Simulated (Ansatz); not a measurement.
# BH2+ (triplet): wave-function methods side by side, def2-TZVPP

The task here is to estimate one member of a computed series from the others.

Method: def2-TZVPP, core rule «outside noble gas», up to 1 orbitals frozen; program: Ansatz 0.2.0, Gaussian basis.

The runs, in order: UHF; ROHF; CCSD(T) on UHF.

2 further runs of the same task are left out: 2 set aside as unsound or not needed.

## What is computed

The geometry is a PBE0/def2-TZVP stationary point (not a proven minimum).

3 atoms, charge 1, spin multiplicity 3.

Atoms are counted from 1 here; the program's logs count them from 0.

Bond lengths: B1–H2 1.291 Å, B1–H3 1.291 Å. Angles: H2–B1–H3 66.8°.

The first run:

The input, in.yaml:

```yaml
crystal:
  periodic: [false, false, false]
  atoms:
    - {symbol: B, position_ang: [0.000000, 0.000000, -0.169375]}
    - {symbol: H, position_ang: [0.000000, 0.710556, 0.908347]}
    - {symbol: H, position_ang: [0.000000, -0.710556, 0.908347]}
basis:
  gaussian: {orbitals: def2-TZVPP}
total_charge: 1
magnetization: {spin_polarized: true, initial_magnetization: 2}
hamiltonian: {xc: hf}
output: {orbitals: {seedname: orbitals}}
```

Launch:

```console
> ansatz run in.yaml --threads 1 --pin off --events-out ev --progress --plain --max-ram 4096MiB --backend cpu
```

Among the steps run: UHF; ROHF; CCSD(T) on UHF.

One table of the session follows, with a row left open; its other results are not shown here.

```
  method  from UCCSD(T) (kcal/mol)
    ROHF                    +46.26
     UHF                    +43.77
    UMP2                         ?
   UCCSD                     +0.90
UCCSD(T)                         0
```

Q: Estimate the row for UMP2 from the others.

**Answer.** from UCCSD(T) (kcal/mol): +10.44. In the column «from UCCSD(T) (kcal/mol)» it lies between UCCSD (+0.90) and UHF (+43.77).
